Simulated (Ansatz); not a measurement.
**doublet O2(-): levels of theory in one basis**

```xyz
2

O     0.0000    0.0000   -0.6605
O     0.0000    0.0000    0.6605
```

Basis set: def2-SVP (spherical functions). Left uncorrelated: 2 orbitals. Correlation on ROHF uses semicanonical orbitals with singles. Charge -1, multiplicity 2.

Computed with Ansatz (development build ahead of 0.2.0); each method stands on the lowest determinant of its kind that the runs found.

```
      method  E − E(ROHF) (eV)  <S²> of the determinant
        ROHF              0.00                     0.75
         UHF             -0.24                     0.76
     UHF-MP2             -9.90                     0.76
ROHF-CCSD(T)            -10.31                        –
 UHF-CCSD(T)            -10.32                     0.76
```

Task: What does ROHF-MP2 give on the same scale?

Result: -10.08 eV.

Caution: no diffuse functions for an anion.
